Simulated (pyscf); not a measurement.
Optimised with ωB97X-D3(BJ)/def2-SVP in PySCF. Correlated levels are frozen-core, on RHF or UHF. ΔMP2 is the change of the MP2 total energy from the triple- to the quadruple-zeta basis.

SMILES: [NH2][Mg][OH]
```xyz
6

N      0.7009    -1.0932    -0.3330
Mg     0.1317     0.7055    -0.2210
O     -0.4024     2.3884    -0.1106
H      0.1747    -1.8735    -0.7174
H      1.5922    -1.4671    -0.0176
H     -0.6868     3.2961    -0.0831
```

Question: How much does it cost (ΔH, 298 K, CCSD(T)/def2-TZVPP + ΔMP2(QZVPP)) to split H₂N–Mg–OH at its Mg–O bond into [H₂N–Mg]• + OH•?

Answer: Mg–O to [H₂N–Mg]• + OH•: 110.7 kcal/mol. The radicals are drawn with the spin at the cut bond; how far it spreads was not checked. Other isomers of [H₂N–Mg]• were not searched in full and may lie lower. The CCSD(T) − MP2 part came from Ansatz, without density fitting, on the same reference. The frozen core leaves the outer d or s,p core shells of the metals and heavy elements correlated in the MP2 and CC values, and def2-TZVPP describes them poorly, which can shift differences by a few kcal/mol. Left out: the spin-orbit lowering of OH.
